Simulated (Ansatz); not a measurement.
**Sc₂I: from a trial structure to a relaxed crystal**

These are results of DFT PBE, scalar-relativistic, plane waves, PAW (Ansatz 0.2.0), not measurements. Cutoff 420 eV, Γ-centred k mesh, Gaussian smearing, no spin polarisation in the final step.

This is the end of a relaxation of cell and atoms.

```xyz
3
Lattice="-2.4917 2.4917 3.2212 2.4917 -2.4917 3.2212 2.4917 2.4917 -3.2212" Properties=species:S:1:pos:R:3 pbc="T T T"
Sc    0.0000    2.4917    1.6106
Sc    2.4917    0.0000    1.6106
I     0.0000    0.0000    0.0000
```

The zero of energy is the elements' standard structures at the same level; no fitted shifts are applied.

**Question.** What space group does it have?

**Answer.** I4/mmm (No. 139). Conventional cell: a = 4.983 Å, c = 6.442 Å. Around Sc lie 4 I at 2.97 Å, 2 Sc at 3.22 Å and 4 Sc at 3.52 Å; around I lie 8 Sc at 2.97 Å.

**Question.** What is its formation energy per atom?

**Answer.** 0.17 eV/atom.

**Question.** Is it a metal?

**Answer.** Yes, bands cross the Fermi level on the 8×8×6 mesh.

The final run used a 8×8×6 mesh on its 6-atom cell and 0.10 eV smearing. For metals, differences of a few meV/atom aren't resolved. Spin–orbit coupling is left out. The cell came from a trial start, so Sc₂I may not exist in this structure.

Cost: 3 runs of about 2.8 core-minutes in all, on Intel Xeon 6975P-C (Granite Rapids) (shared hosts).